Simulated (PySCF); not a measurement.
System: rock-salt KI. Method: Hartree–Fock (PySCF, GTH pseudopotentials, Gaussian basis, DZ basis).

The same calculation (at the measured cell, 44.090 Å³/atom) with different numerical settings:

```
run  k mesh  gap on the mesh (eV)  total energy (eV/atom)
---  ------  --------------------  ----------------------
1     2×2×2                11.181               -536.6180
2     3×3×3                10.904               -536.4719
3     4×4×4                10.821               -536.4245
```

In the column total energy (eV/atom) the first row differs from the last by -0.1935 and the next to last by -0.0474.

The last row is no converged limit: other settings stay fixed.

Spin–orbit coupling is not included.
